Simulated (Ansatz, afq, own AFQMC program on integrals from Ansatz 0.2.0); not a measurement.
AFQMC on a folder of integrals that Ansatz 0.2.0 wrote.

```yaml
crystal:
  periodic: [false, false, false]
  atoms:
    - {symbol: C, position_ang: [0.000000, 0.000000, 0.000000]}
    - {symbol: H, position_ang: [0.628037, 0.630011, 0.629222]}
    - {symbol: H, position_ang: [-0.631581, -0.626732, 0.628949]}
    - {symbol: H, position_ang: [-0.626594, 0.628165, -0.632497]}
    - {symbol: H, position_ang: [0.630138, -0.631444, -0.625675]}
basis:
  gaussian: {orbitals: 6-31G}
magnetization: {spin_polarized: false}
correlation: {method: ccsd_t, electrons: outside_noble_gas, hamiltonian_folder: ham}
```

```sh
$ ansatz run in.yaml --threads 1 --pin off --events-out ev --progress --plain --max-ram 24576MiB --backend cuda --devices 0, --max-vram 18GiB
```

afq runs on the folder ham with

```
--method phaseless --trial cisd --walkers 4000 --populations 20 --least-time 60 --time-step 0.005 --steps-per-block 50 --equilibration-blocks 28 --max-blocks 4000 --target-error 0.00017 --factor-cut 1e-05 --seed 338 --release-times 0.24,0.51,0.99,1.62,2.4 --release-step 0.03 --release-every 3 --taylor-order 6
```

Times are imaginary, in 1/Eh. The walk had a cap of 122 s. With eight or more populations the least sampling time is a fifth of least-time, and the error comes from their spread.

Output of the walk:

```
orbitals 16  electrons 4 4  factors 106 of 255
reference energy -40.18039935 Eh
CCSD correlation -0.11776019 Eh in 7 cycles, weight of the determinant in the CISD state 0.9473
energy of the start -40.298176 Eh
 block  time / (1/Eh)  mean weight  energy / Eh
     1     0.250  0.9999  -40.297338
     2     0.500  0.9998  -40.298051
     3     0.750  0.9997  -40.298688
     4     1.000  0.9998  -40.299315
     5     1.250  1.0000  -40.300181
    10     2.500  0.9999  -40.300137
    15     3.750  0.9999  -40.300158
    20     5.000  0.9999  -40.300035
    25     6.250  1.0000  -40.300209
    30     7.500  1.0001  -40.301411
    35     8.750  1.0001  -40.300168
    40    10.000  1.0000  -40.300084
    45    11.250  0.9999  -40.300202
    48    12.000  1.0001  -40.301620
    50    12.500  0.9998  -40.300282
    55    13.750  1.0003  -40.300182
    58    14.500  1.0000  -40.299665
    60    15.000  1.0003  -40.299740
    65    16.250  0.9999  -40.299684
    70    17.500  1.0001  -40.300708
    75    18.750  0.9999  -40.300450
    78    19.500  0.9999  -40.300111
error from the spread of 20 populations
released: time / (1/Eh)  energy / Eh  error  mean overlap
  0.24  -40.300178  0.000055  0.9993
  0.51  -40.300146  0.000043  0.9987
  0.99  -40.300127  0.000038  0.9999
  1.62  -40.300059  0.000043  0.9994
  2.40  -40.300041  0.000035  1.0003
energy -40.300231 +/- 0.000086 Eh
(rows thinned)
```

The run passed its tests (sampling time, drift between the halves within three errors, error under three times the target), which doesn't prove that it has relaxed. The second half of the sampling lies above the first by 1.8 errors of their difference, so the energy may still be moving and its error bar be too small.

Against this walk (error 2.3 meV) on the same determinant: CCSD(T) 12.8 meV higher, CCSDT(Q) 4.8 meV higher, CCSDTQ 4.9 meV higher, full CI 4.7 meV higher (within the noise). The error is statistical and leaves out the bias of the constraint. Released to 2.40 1/Eh the energy lies 5 ± 3 meV (both errors) above the phaseless value, which shows part or all of the bias of the constraint, and full CI lies 0.5 meV below the released value.

Cautions: constraint bias not in the error.

The walk took 18 s on 1 × NVIDIA H100 80GB HBM3 with 2 threads of AMD EPYC 7R13 Processor (Zen 3), on a shared host (the card was shared). The log's last line is the phaseless energy.

CCSDT and higher add their correlation energy to the determinant of the CCSD(T) run, since their own runs factorise the integrals more tightly (a shift of under 2 meV). A walk keeps the symmetry of its determinant, which the program's search chose and which needn't be the lowest solution, so a lower state of the same spin and another symmetry isn't excluded.
